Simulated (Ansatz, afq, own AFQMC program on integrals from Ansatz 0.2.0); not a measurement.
CH₃⁺, singlet: AFQMC among the cluster methods

```yaml
atoms:
  - { symbol: C, position_ang: [0.0034, 0.0061, 0.0000] }
  - { symbol: H, position_ang: [1.0966, 0.0200, -0.0003] }
  - { symbol: H, position_ang: [-0.5552, 0.9458, -0.0028] }
  - { symbol: H, position_ang: [-0.5819, -1.0381, 0.0033] }
```

Basis cc-pVDZ. Only valence electrons are correlated. AFQMC by an in-house program on the Cholesky factors that Ansatz 0.2.0 writes for its CCSD(T) run. ph-AFQMC/CISD is guided by a CISD state made of CCSD amplitudes; releasing the constraint for a short imaginary time cuts its bias at the price of noise, slowly where states lie close. Uncertainties: one standard error, sampling alone.

Determinant: RHF, the one that the program's search chose, which needn't be the lowest solution. The geometry is a point of a scan.

Full CI on the same integrals is exact in this basis and with this determinant's frozen core.

```
T1 diagnostic                               : 0.0045
weight of the determinant in the CISD state : 0.945
size of the correlated space                : 6 electrons in 28 orbitals
```

Reference: full CI, correlation energy -3.653 eV. The released energy is read at 2.40 1/Eh (meV from the phaseless value at times in 1/Eh: -1.9 ± 0.9 at 0.24, -3.1 ± 0.7 at 0.51, -4.0 ± 0.8 at 0.99, -4.1 ± 0.9 at 1.62, -2.8 ± 1.0 at 2.40).

```
         level  E − E(reference) (mEh)  share of correlation (%)
            HF                  134.23                      0.00
           MP2                   26.65                     80.14
          CCSD                    2.41                     98.20
       CCSD(T)                    0.45                     99.66
         CCSDT                    0.08                     99.94
      CCSDT(Q)                    0.01                     99.99
        CCSDTQ                    0.00                    100.00
 ph-AFQMC/CISD             0.12 ± 0.03                     99.91
released AFQMC             0.01 ± 0.03                     99.99
```

CCSDT and higher add their correlation energy to the determinant of the CCSD(T) run, since their own runs factorise the integrals more tightly (a shift of under 2 meV). A walk keeps the symmetry of its determinant, which the program's search chose and which needn't be the lowest solution, so a lower state of the same spin and another symmetry isn't excluded. Released energies are given only where the last usable release times agree within the noise; a slower fall can still hide under it.
